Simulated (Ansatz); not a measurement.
# CF₄ (SMILES FC(F)(F)F): functionals against CCSD(T) at one geometry

The atoms stand at a structure displaced at random from a GFN2-xTB minimum. How far do the functionals agree with CCSD(T) there?

Program: Ansatz 0.2.0, Gaussian basis. Level of theory: single points in def2-TZVPP. These are calculated values, not measurements.

Correlated methods freeze the cores.

## Step 1: The system as given

5 atoms, charge 0, spin multiplicity 1.

Atoms are counted from 1 here; the program's logs count them from 0.

Bond lengths: F1–C2 1.235 Å, C2–F3 1.354 Å, C2–F4 1.411 Å, C2–F5 1.289 Å. Angles: F1–C2–F3 105.5°, F1–C2–F4 114.3°, F1–C2–F5 115.6°, F3–C2–F4 105.3°, F3–C2–F5 113.7°, F4–C2–F5 102.1°.

Coordinates:

```xyz
5

F    -0.77380   -0.02450    1.02420
C    -0.01840    0.01250    0.04830
F     1.15230   -0.51770    0.47600
F    -0.42330   -0.79990   -1.03170
F     0.11070    1.16530   -0.51360
```

## Step 2: CCSD(T)/def2-TZVPP

Input file run/in.yaml:

```yaml
crystal:
  periodic: [false, false, false]
  atoms:
    - {symbol: F, position_ang: [-0.773800, -0.024500, 1.024200]}
    - {symbol: C, position_ang: [-0.018400, 0.012500, 0.048300]}
    - {symbol: F, position_ang: [1.152300, -0.517700, 0.476000]}
    - {symbol: F, position_ang: [-0.423300, -0.799900, -1.031700]}
    - {symbol: F, position_ang: [0.110700, 1.165300, -0.513600]}
basis:
  gaussian: {orbitals: def2-TZVPP}
correlation: {method: ccsd_t}
output: {forces: true}
```

The run is started by

```sh
> ansatz run in.yaml --threads 8 --pin off --events-out ev --progress --plain --max-ram 10444MiB
```

Log (excerpt; [...] marks lines left out):

```text
Functional definition: HF
  name "HF"
  cite "Fock, Z. Phys. 61, 126 (1930) doi:10.1007/BF01340294"
  parent pbe
[...]
1051 factors; integrals over basis functions are off by at most 7.9e-4 eV
[...]
mean field -11859.30362499 eV, -435.8213696938 hartree, gradient 2.3e-6 eV, S^2 0.000000; 0 other end points of the search recorded, 0 dependent functions left out
5 core orbitals not correlated: weight in the atoms' cores, before any rotation towards them, 1.000 or more for the frozen orbitals, at most 0.000 for the correlated occupied ones
reference -11859.30362499 eV, -435.8213696938 hartree; 16, 16 occupied and 134, 134 virtual orbitals, 1051 factors
second order -31.13725980 eV of doubles, -0.00000000 eV of singles
cycle   1  -30.49445157 eV  change    6.4e-1 eV  update   1.0e-1
[...]
cycle   9  -31.17660812 eV  change   -5.8e-6 eV  update   7.4e-6
perturbative correction -0.95371407 eV, -0.0350483457 hartree
[...]
working
Total energy: -11891.43394719 eV, -437.0021372558 hartree
Atom 0 at    -0.773800    -0.024500     1.024200 Å, force    -3.250247     0.330212     2.457418 eV/Å
Atom 1 at    -0.018400     0.012500     0.048300 Å, force     3.052703    -3.384916    -4.455855 eV/Å
Atom 2 at     1.152300    -0.517700     0.476000 Å, force    -0.247547     0.881994    -0.739042 eV/Å
Atom 3 at    -0.423300    -0.799900    -1.031700 Å, force     0.033741     0.684088     2.204598 eV/Å
Atom 4 at     0.110700     1.165300    -0.513600 Å, force     0.411350     1.488623     0.532881 eV/Å
Dipole moment:    -0.074730     0.127790     0.141678 e Å
```

It took 2.3 min on 8 threads of Arm Neoverse N1, shared host; peak memory 2.7 GiB.

## Step 3: PBE0-D4/def2-TZVPP

run/in.yaml, as its differences from that of step 2:

```diff
@@ -10,3 +10,3 @@
   gaussian: {orbitals: def2-TZVPP}
-correlation: {method: ccsd_t}
-output: {forces: true}
+hamiltonian: {xc: pbe0, dispersion: d4}
+output: {forces: true, orbitals: {seedname: orbitals}}
```

The run is started by

```sh
> ansatz run in.yaml --threads 8 --pin off --events-out ev --progress --plain --max-ram 10444MiB
```

Log (excerpt; [...] marks lines left out):

```text
Functional definition: PBE0
  name "PBE0"
  cite "Adamo & Barone, J. Chem. Phys. 110, 6158 (1999) doi:10.1063/1.478522"
  cite "Perdew, Burke & Ernzerhof, Phys. Rev. Lett. 77, 3865 (1996) doi:10.1103/PhysRevLett.77.3865"
[... 1 set-up line as earlier in the session ...]
[...]
804 factors; their error is unknown
[...]
mean field -11898.36247122 eV, -437.2567558178 hartree, gradient 1.9e-5 eV, S^2 0.000000; 0 other end points of the search recorded, 0 dependent functions left out
[...]
reference -11898.36248384 eV, -437.2567562814 hartree; 21, 21 occupied and 134, 134 virtual orbitals, 804 factors
Total energy: -11898.41064209 eV, -437.2585260644 hartree
Atom 0 at    -0.773800    -0.024500     1.024200 Å, force    -3.078816     0.322379     2.283318 eV/Å
Atom 1 at    -0.018400     0.012500     0.048300 Å, force     2.952106    -3.234608    -4.280127 eV/Å
Atom 2 at     1.152300    -0.517700     0.476000 Å, force    -0.302062     0.882878    -0.739612 eV/Å
Atom 3 at    -0.423300    -0.799900    -1.031700 Å, force     0.042201     0.686564     2.170767 eV/Å
Atom 4 at     0.110700     1.165300    -0.513600 Å, force     0.386571     1.342787     0.565654 eV/Å
Dipole moment:    -0.075399     0.129806     0.144362 e Å
```

Run time: 1.1 s. Hardware: 8 threads of Arm Neoverse N1, shared host; peak memory 0.28 GiB.

## Step 4: wB97M-V/def2-TZVPP

run/in.yaml, as its differences from that of step 3:

```diff
@@ -10,3 +10,3 @@
   gaussian: {orbitals: def2-TZVPP}
-hamiltonian: {xc: pbe0, dispersion: d4}
-output: {forces: true, orbitals: {seedname: orbitals}}
+hamiltonian: {xc: {name: wB97M-V}}
+output: {forces: true}
```

The run is started by

```sh
> ansatz run in.yaml --threads 8 --pin off --events-out ev --progress --plain --max-ram 10444MiB
```

Log (excerpt; [...] marks lines left out):

```text
Functional definition: wB97M-V
  name "wB97M-V"
  cite "Mardirossian & Head-Gordon, J. Chem. Phys. 144, 214110 (2016) doi:10.1063/1.4952647"
  cite "Becke, J. Chem. Phys. 107, 8554 (1997) doi:10.1063/1.475007"
  cite "Vydrov & Van Voorhis, J. Chem. Phys. 133, 244103 (2010) doi:10.1063/1.3521275"
  # Of w^i u^j: cxij and so on, Table III.
[...]
  gx(w, u) = 1 - cx + cx01*u + cx10*w
  gss(w, u) = css00 + css04*u^4 + css10*w + css20*w^2 + css43*w^4*u^3
  gos(w, u) = cos00 + cos10*w + (cos20 + cos21*u)*w^2 + (cos60 + cos61*u)*w^6
[...]
      + integral(e_c_pw_mod_opposite_spin*gos(b97_w_opposite, b97_u_opposite)) + vv10(b, c)
804 factors; their error is unknown
147 factors; integrals over basis functions are off by at most 3.4e-6 eV
[...]
mean field -11907.05068806 eV, -437.5760418972 hartree, gradient 1.3e-5 eV, S^2 0.000000; 0 other end points of the search recorded, 0 dependent functions left out
[...]
reference -11907.05070938 eV, -437.5760426807 hartree; 21, 21 occupied and 134, 134 virtual orbitals, 804 factors
Total energy: -11907.05070938 eV, -437.5760426807 hartree
Atom 0 at    -0.773800    -0.024500     1.024200 Å, force    -3.279500     0.310573     2.533674 eV/Å
Atom 1 at    -0.018400     0.012500     0.048300 Å, force     2.975223    -3.279871    -4.341971 eV/Å
Atom 2 at     1.152300    -0.517700     0.476000 Å, force    -0.107819     0.795329    -0.676641 eV/Å
Atom 3 at    -0.423300    -0.799900    -1.031700 Å, force    -0.006252     0.582934     2.040488 eV/Å
Atom 4 at     0.110700     1.165300    -0.513600 Å, force     0.418348     1.591035     0.444450 eV/Å
Dipole moment:    -0.075454     0.130075     0.144576 e Å
```

It took 3.2 s on 8 threads of Arm Neoverse N1, shared host; peak memory 0.37 GiB.

## Step 5: r2SCAN-D4/def2-TZVPP

run/in.yaml, as its differences from that of step 4:

```diff
@@ -10,3 +10,3 @@
   gaussian: {orbitals: def2-TZVPP}
-hamiltonian: {xc: {name: wB97M-V}}
+hamiltonian: {xc: r2scan, dispersion: d4}
 output: {forces: true}
```

The run is started by

```sh
> ansatz run in.yaml --threads 8 --pin off --events-out ev --progress --plain --max-ram 10444MiB
```

Log (excerpt; [...] marks lines left out):

```text
Functional definition: r2SCAN
  name "r2SCAN"
  cite "Furness, Kaplan, Ning, Perdew & Sun, J. Phys. Chem. Lett. 11, 8208 (2020) doi:10.1021/acs.jpclett.0c02405"
  cite "Furness, Kaplan, Ning, Perdew & Sun, J. Phys. Chem. Lett. 11, 9248 (2020) doi:10.1021/acs.jpclett.0c03077"
  parent r2scan
[...]
804 factors; their error is unknown
[...]
mean field -11904.88178184 eV, -437.4963360640 hartree, gradient 1.9e-5 eV, S^2 0.000000; 0 other end points of the search recorded, 0 dependent functions left out
[...]
reference -11904.88178629 eV, -437.4963362275 hartree; 21, 21 occupied and 134, 134 virtual orbitals, 804 factors
Total energy: -11904.89571942 eV, -437.4968482604 hartree
Atom 0 at    -0.773800    -0.024500     1.024200 Å, force    -3.288021     0.310775     2.540221 eV/Å
Atom 1 at    -0.018400     0.012500     0.048300 Å, force     2.877172    -3.128711    -4.164026 eV/Å
Atom 2 at     1.152300    -0.517700     0.476000 Å, force     0.068012     0.716278    -0.614298 eV/Å
Atom 3 at    -0.423300    -0.799900    -1.031700 Å, force    -0.085164     0.424957     1.833530 eV/Å
Atom 4 at     0.110700     1.165300    -0.513600 Å, force     0.428002     1.676701     0.404574 eV/Å
Dipole moment:    -0.076046     0.131207     0.145859 e Å
```

Wall time 1.8 s (8 threads of Arm Neoverse N1, shared host); peak memory 0.19 GiB.

## Step 6: PBE-D4/def2-TZVPP

run/in.yaml, as its differences from that of step 5:

```diff
@@ -10,3 +10,3 @@
   gaussian: {orbitals: def2-TZVPP}
-hamiltonian: {xc: r2scan, dispersion: d4}
+hamiltonian: {xc: pbe, dispersion: d4}
 output: {forces: true}
```

The run is started by

```sh
> ansatz run in.yaml --threads 8 --pin off --events-out ev --progress --plain --max-ram 10444MiB
```

Log (excerpt; [...] marks lines left out):

```text
Functional definition: PBE
  name "PBE"
[... 2 set-up lines as earlier in the session ...]
[...]
804 factors; their error is unknown
[...]
mean field -11898.43884833 eV, -437.2595626246 hartree, gradient 1.2e-5 eV, S^2 0.000000; 0 other end points of the search recorded, 0 dependent functions left out
[...]
reference -11898.43886571 eV, -437.2595632634 hartree; 21, 21 occupied and 134, 134 virtual orbitals, 804 factors
Total energy: -11898.49823144 eV, -437.2617449136 hartree
Atom 0 at    -0.773800    -0.024500     1.024200 Å, force    -3.708410     0.281077     3.123447 eV/Å
Atom 1 at    -0.018400     0.012500     0.048300 Å, force     2.843852    -3.078114    -4.137839 eV/Å
Atom 2 at     1.152300    -0.517700     0.476000 Å, force     0.637125     0.442838    -0.387913 eV/Å
Atom 3 at    -0.423300    -0.799900    -1.031700 Å, force    -0.261693     0.063971     1.322484 eV/Å
Atom 4 at     0.110700     1.165300    -0.513600 Å, force     0.489126     2.290228     0.079822 eV/Å
Dipole moment:    -0.073989     0.127671     0.142308 e Å
```

Run time: 0.8 s. Hardware: 8 threads of Arm Neoverse N1, shared host; peak memory 0.16 GiB.

## Step 7: r2SCAN0-D4/def2-TZVPP

run/in.yaml, as its differences from that of step 6:

```diff
@@ -10,3 +10,3 @@
   gaussian: {orbitals: def2-TZVPP}
-hamiltonian: {xc: pbe, dispersion: d4}
+hamiltonian: {xc: {name: r2SCAN0}, dispersion: d4}
 output: {forces: true}
```

The run is started by

```sh
> ansatz run in.yaml --threads 8 --pin off --events-out ev --progress --plain --max-ram 10444MiB
```

Log (excerpt; [...] marks lines left out):

```text
Functional definition: r2SCAN0
  name "r2SCAN0"
  cite "Bursch, Neugebauer, Ehlert & Grimme, J. Chem. Phys. 156, 134105 (2022) doi:10.1063/5.0086040"
[... 3 set-up lines as earlier in the session ...]
[...]
804 factors; their error is unknown
[...]
mean field -11903.26697607 eV, -437.4369930466 hartree, gradient 2.2e-5 eV, S^2 0.000000; 0 other end points of the search recorded, 0 dependent functions left out
[...]
reference -11903.26697949 eV, -437.4369931722 hartree; 21, 21 occupied and 134, 134 virtual orbitals, 804 factors
Total energy: -11903.28271552 eV, -437.4375714604 hartree
Atom 0 at    -0.773800    -0.024500     1.024200 Å, force    -2.828786     0.339379     1.934912 eV/Å
Atom 1 at    -0.018400     0.012500     0.048300 Å, force     2.965952    -3.256450    -4.286560 eV/Å
Atom 2 at     1.152300    -0.517700     0.476000 Å, force    -0.632538     1.041831    -0.872496 eV/Å
Atom 3 at    -0.423300    -0.799900    -1.031700 Å, force     0.144202     0.894539     2.467008 eV/Å
Atom 4 at     0.110700     1.165300    -0.513600 Å, force     0.351169     0.980701     0.757135 eV/Å
Dipole moment:    -0.076788     0.132339     0.146900 e Å
```

It took 2 s on 8 threads of Arm Neoverse N1, shared host; peak memory 0.31 GiB.

## Step 8: CAM-B3LYP-D4/def2-TZVPP

run/in.yaml, as its differences from that of step 7:

```diff
@@ -10,3 +10,3 @@
   gaussian: {orbitals: def2-TZVPP}
-hamiltonian: {xc: {name: r2SCAN0}, dispersion: d4}
+hamiltonian: {xc: {name: CAM-B3LYP}, dispersion: d4}
 output: {forces: true}
```

The run is started by

```sh
> ansatz run in.yaml --threads 8 --pin off --events-out ev --progress --plain --max-ram 10444MiB
```

Log (excerpt; [...] marks lines left out):

```text
Functional definition: CAM-B3LYP
  name "CAM-B3LYP"
  cite "Yanai, Tew & Handy, Chem. Phys. Lett. 393, 51 (2004) doi:10.1016/j.cplett.2004.06.011"
  cite "Iikura, Tsuneda, Yanai & Hirao, J. Chem. Phys. 115, 3540 (2001) doi:10.1063/1.1383587"
  cite "Becke, Phys. Rev. A 38, 3098 (1988) doi:10.1103/PhysRevA.38.3098"
  cite "Lee, Yang & Parr, Phys. Rev. B 37, 785 (1988) doi:10.1103/PhysRevB.37.785"
  cite "Vosko, Wilk & Nusair, Can. J. Phys. 58, 1200 (1980) doi:10.1139/p80-159"
[...]
  # Exact exchange under (alpha + beta erf(omega r))/r, Becke's under what is left of 1/r.
[...]
804 factors; their error is unknown
147 factors; integrals over basis functions are off by at most 4.8e-6 eV
[...]
mean field -11906.96007950 eV, -437.5727120944 hartree, gradient 1.4e-5 eV, S^2 0.000000; 0 other end points of the search recorded, 0 dependent functions left out
[...]
reference -11906.96014746 eV, -437.5727145916 hartree; 21, 21 occupied and 134, 134 virtual orbitals, 804 factors
Total energy: -11907.00701027 eV, -437.5744367684 hartree
Atom 0 at    -0.773800    -0.024500     1.024200 Å, force    -3.125139     0.318962     2.339139 eV/Å
Atom 1 at    -0.018400     0.012500     0.048300 Å, force     2.937052    -3.231453    -4.269616 eV/Å
Atom 2 at     1.152300    -0.517700     0.476000 Å, force    -0.231696     0.850651    -0.717664 eV/Å
Atom 3 at    -0.423300    -0.799900    -1.031700 Å, force     0.023528     0.645943     2.119298 eV/Å
Atom 4 at     0.110700     1.165300    -0.513600 Å, force     0.396254     1.415897     0.528842 eV/Å
Dipole moment:    -0.075716     0.130055     0.144583 e Å
```

It took 1.3 s on 8 threads of Arm Neoverse N1, shared host; peak memory 0.31 GiB.

## Step 9: Comparison

| method | RMS force component (eV/Å) | RMS error against CCSD(T) (eV/Å) | angle to CCSD(T) forces (°) | dipole (D) |
| --- | --- | --- | --- | --- |
| CCSD(T) | 2.109 | reference | reference | 0.98 |
| PBE0-D4 | 2.019 | 0.100 | 1.2 | 1.00 |
| wB97M-V | 2.070 | 0.091 | 2.3 | 1.00 |
| r2SCAN-D4 | 2.006 | 0.201 | 4.8 | 1.01 |
| PBE-D4 | 2.103 | 0.523 | 14.3 | 0.98 |
| r2SCAN0-D4 | 2.007 | 0.275 | 7.1 | 1.02 |
| CAM-B3LYP-D4 | 2.021 | 0.088 | 0.3 | 1.00 |

Energy less the free neutral atoms in their ground states at the same level (atoms from separate runs):

| method | rung | energy less atoms (kJ/mol) | from CCSD(T) (kJ/mol) |
| --- | --- | --- | --- |
| PBE-D4 | GGA | -2072.3 | -179.6 |
| r2SCAN-D4 | meta-GGA | -1978.0 | -85.3 |
| PBE0-D4 | hybrid | -1965.1 | -72.4 |
| r2SCAN0-D4 | hybrid | -1889.8 | +2.9 |
| CAM-B3LYP-D4 | range-separated hybrid | -1969.2 | -76.5 |
| wB97M-V | range-separated hybrid | -1965.4 | -72.7 |
| Hartree-Fock | wavefunction | -1264.7 | +628.0 |
| MP2 | wavefunction | -2018.2 | -125.5 |
| CCSD | wavefunction | -1842.1 | +50.6 |
| CCSD(T) | wavefunction | -1892.7 | 0 |

What each level took, beside its miss in the forces (shared host):

| method | time | RMS force error (eV/Å) |
| --- | --- | --- |
| CCSD(T) | 2.3 min | 0 |
| PBE0-D4 | 1.1 s | 0.100 |
| wB97M-V | 3.2 s | 0.091 |
| r2SCAN-D4 | 1.8 s | 0.201 |
| PBE-D4 | 0.8 s | 0.523 |
| r2SCAN0-D4 | 2 s | 0.275 |
| CAM-B3LYP-D4 | 1.3 s | 0.088 |

## Step 10: What came out

```
                                  quantity                                                                                                   value
energy less free atoms, CCSD(T)/def2-TZVPP                                                                                          -1892.7 kJ/mol
                       RMS force component                                                                    2.006 to 2.109 eV/Å over the methods
                           RMS force error  PBE0-D4 0.100, wB97M-V 0.091, r2SCAN-D4 0.201, PBE-D4 0.523, r2SCAN0-D4 0.275, CAM-B3LYP-D4 0.088 eV/Å
                    HOMO and LUMO, PBE0-D4                                                                                      -12.05 and 2.61 eV
                             T1 diagnostic                                                                                                   0.011
```

Against CCSD(T) the functionals' energies less atoms differ by -179.6 to +2.9 kJ/mol, PBE-D4 by -179.6 kJ/mol. The reference is not at the basis limit: in triple zeta CCSD(T) underbinds, which counts against methods that bind more; the gaps are no ranking. For forces CAM-B3LYP-D4 does best and PBE-D4 worst. Frozen-core CCSD(T) forces in triple zeta carry basis errors of their own, and this is one geometry, so small gaps rank nothing.
